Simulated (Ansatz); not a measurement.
Geometry optimisation, UKS B3LYP-D4/def2-SVP (Ansatz).

Input file:

```yaml
crystal:
  periodic: [false, false, false]
  atoms:
    - { symbol: "N", position_ang: [-0.53051, 0.21959, -0.73638] }
    - { symbol: C, position_ang: [0.42336, -0.02555, 0.30641] }
    - { symbol: S, position_ang: [0.86484, -1.75867, 0.44964] }
    - { symbol: H, position_ang: [-1.3217, -0.41016, -0.68598] }
    - { symbol: H, position_ang: [-0.8502, 1.17979, -0.73965] }
    - { symbol: H, position_ang: [0.07481, 0.26114, 1.31427] }
    - { symbol: H, position_ang: [1.3394, 0.53386, 0.09169] }
magnetization:
  spin_polarized: true
  initial_magnetization: 1
basis:
  gaussian: { orbitals: def2-SVP }
hamiltonian:
  xc: b3lyp
  dispersion: d4
relax:
  f_tol: 0.015
  max_steps: 40
```

Launched with:

```bash
$ ansatz run input.yaml --threads 1 --pin off --max-ram 2048MiB --backend cpu --events-out ev --progress --plain --runs-dir out
```

Where does it end, and by what steps?

The run converged. After 6 steps the energy has fallen by 0.032 eV; H4 moved furthest, 0.07 Å.

| step | energy less start (eV) | largest force component (eV/Å) | accepted |
| --- | --- | --- | --- |
| 0 | 0.0000 | 0.468 | yes |
| 1 | -0.0269 | 0.183 | yes |
| 2 | -0.0306 | 0.051 | yes |
| 3 | -0.0309 | 0.142 | yes |
| 4 | -0.0314 | 0.045 | yes |
| 5 | -0.0315 | 0.016 | yes |
| 6 | -0.0315 | 0.008 | yes |

```xyz
7
Properties=species:S:1:pos:R:3
N -0.537 0.207 -0.770
C 0.417 -0.044 0.284
S 0.907 -1.764 0.472
H -1.371 -0.367 -0.650
H -0.825 1.186 -0.775
H 0.083 0.217 1.320
H 1.325 0.565 0.119
```

Run time: 87 s on 1 CPU thread of a shared host.
